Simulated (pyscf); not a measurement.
A first-order saddle from PySCF, ωB97X-D3(BJ)/def2-SVP:

```xyz
4

H     -0.6225    -0.5625    -0.1020
H     -2.0499    -0.9346     0.6926
O     -1.4470    -1.2011    -0.1332
H     -1.9910    -0.9281    -0.9970
```
Charge 0, spin multiplicity 2.

Surface: doublet, charge 0. Lowest wavenumbers (cm⁻¹): 1033i, 539, 691, 1223, 1277.

Task: Name the species on either side of this saddle.

Result: H₂O + H• ⇌ H₂O + H•, a substitution at O read from left to right: H–O broken and H–O formed. At CCSD(T)/def2-TZVPP + ΔMP2(QZVPP) it lies +1.00 eV from the left side and +1.00 eV from the right (each side as separated species at their lowest minima found). This is the saddle that the search found; another between the same sides may lie lower. The angle at the attacked O is 106° (front-side attack). The CCSD(T) − MP2 part came from Ansatz, without density fitting, on the same reference.
